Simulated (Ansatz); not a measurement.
A nudged elastic band was laid between two geometries of CH4BF + H2 (9 atoms, charge 0, multiplicity 1).

All numbers below come from RKS B3LYP/def2-TZVP in Ansatz 0.2.0.

| Property | Result |
| --- | --- |
| movable images | 1 |
| climbing image | yes |
| spring | 5.0 eV/Å² |
| optimiser | quadratic models (default) |
| start path | through a guess of the saddle point |
| force threshold | 0.05 eV/Å |
| iteration limit | 60 |
| end points | relaxed |

First end point:

```xyz
9
Properties=species:S:1:pos:R:3
B 0.225 0.874 0.440
C 0.242 0.985 1.992
H -0.417 0.217 2.415
H 1.234 0.873 2.433
H -0.188 1.940 2.313
F 1.335 0.568 -0.228
H -0.756 1.042 -0.225
H -0.897 -4.425 -0.176
H -1.017 -4.646 0.524
```

Last end point:

```xyz
9
Properties=species:S:1:pos:R:3
B -0.138 -0.561 -1.025
C 0.024 -0.081 2.727
H -0.907 0.186 3.226
H 0.821 -0.170 3.465
H 0.285 0.696 2.008
F 1.047 -0.057 -1.326
H -1.066 0.187 -0.982
H -0.204 -1.735 -0.819
H -0.100 -1.036 2.215
```

(1) Which bonds break or form, and what moves?

(2) What energy profile does the band end with?

(3) What is the geometry of the highest image?

Results:

(1) Bonds broken: B1–C2, H8–H9. Bonds formed: B1–H8, C2–H9. CH4BF + H2 becomes BFH2 + CH4.

(2) The forces met the threshold. The highest image is number 1 of 0 to 2, 0.005 eV above the first end and 0.160 eV above the last; the last end lies 0.155 eV below the first. The top lies less than 8 meV above the higher end, about what the thresholds resolve: that end is a shoulder or a very shallow well. The order of the stationary point at the top wasn't checked. A band with more images between the same ends climbed to 1.48 eV, so this one has probably stepped over the top. So few images can step over the top or miss a turn of the path. The orbitals stay closed-shell, which can raise the energy where a bond breaks towards radicals; this wasn't checked here.

```json
{"image": "0", "path coordinate (Å)": "0.00", "energy (eV)": "0.000", "B1–C2 (Å)": "1.56", "H8–H9 (Å)": "0.74", "B1–H8 (Å)": "5.45"}
{"image": "1", "path coordinate (Å)": "4.19", "energy (eV)": "0.005", "B1–C2 (Å)": "1.56", "H8–H9 (Å)": "0.74", "B1–H8 (Å)": "3.99"}
{"image": "2", "path coordinate (Å)": "9.08", "energy (eV)": "-0.155", "B1–C2 (Å)": "3.79", "H8–H9 (Å)": "3.12", "B1–H8 (Å)": "1.19"}
```

(3) 
```xyz
9
Properties=species:S:1:pos:R:3
B -0.635 0.537 0.369
C -0.220 0.383 1.861
H -0.739 1.147 2.453
H -0.559 -0.577 2.263
H 0.852 0.491 2.029
F 0.236 0.999 -0.528
H -1.724 0.268 -0.047
H 1.168 -3.017 0.204
H 1.383 -2.803 0.883
```

Run time: 44 s on 4 threads of Arm Neoverse V1, on a shared host, peak memory 0.21 GiB.
